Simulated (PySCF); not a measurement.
## LiP⁻: one state, many levels of theory

State: ⁴Σ⁻ (quartet), unpaired electrons σ ↑, π ↑↑. Set-up: Li aug-pcseg-1, P aug-pcseg-1; no relativity (PySCF 2.14). De refers to Li + P⁻ in their high-spin ground configurations, without counterpoise correction. The functionals are run spin-unrestricted. A positive dipole points towards P; it is taken about the centre of mass and depends on that origin.

| Level | Re (Å) | ωe (cm⁻¹) | De (eV) | μ (D) |
| --- | --- | --- | --- | --- |
| UHF-MP2 | 2.477 | 371 | n/a | n/a |
| UHF-SCS-MP2 | 2.481 | 367 | n/a | n/a |
| UHF-CCSD | 2.481 | 366 | n/a | n/a |
| UHF-CCSD(T) | 2.486 | 361 | n/a | n/a |
| PBE | 2.455 | 381 | 1.63 | 8.16 |
| r²SCAN | 2.469 | 375 | 1.63 | 8.30 |
| TPSSh | 2.467 | 377 | 1.68 | 8.37 |
| PBE0 | 2.444 | 391 | 1.66 | 8.23 |
| BHandHLYP | 2.435 | 397 | 1.60 | 8.28 |
| LC-ωPBE | 2.429 | 404 | 1.68 | 8.24 |
| B2PLYP | 2.453 | 383 | 1.56 | 8.37 |

The bond length runs from 2.429 Å (LC-ωPBE) to 2.486 Å (UHF-CCSD(T)). De spans 1.56 eV (B2PLYP, double hybrid) to 1.68 eV (TPSSh, hybrid meta-GGA).

Correlated steps freeze 5 core orbitals. For an ion De counts to the pair picked by the measured ionisation energies or electron affinities, which need not be the lowest pair at this level. Counting both spins, an empty level lies below a filled one in some of these solutions, because spin and occupation are held. The highest Kohn–Sham level is positive in this anion. Much of that is self-interaction error, but it also means that the finite basis helps to hold the extra electron. B2PLYP dipoles, levels and charges come from its SCF part alone. The state was picked by a PBE0 search and need not be the measured ground state.

The whole job (state search and all levels along the bond) took about 1.3 min on 1 thread of Arm Neoverse V1 (shared host), peak memory 0.46 GiB.
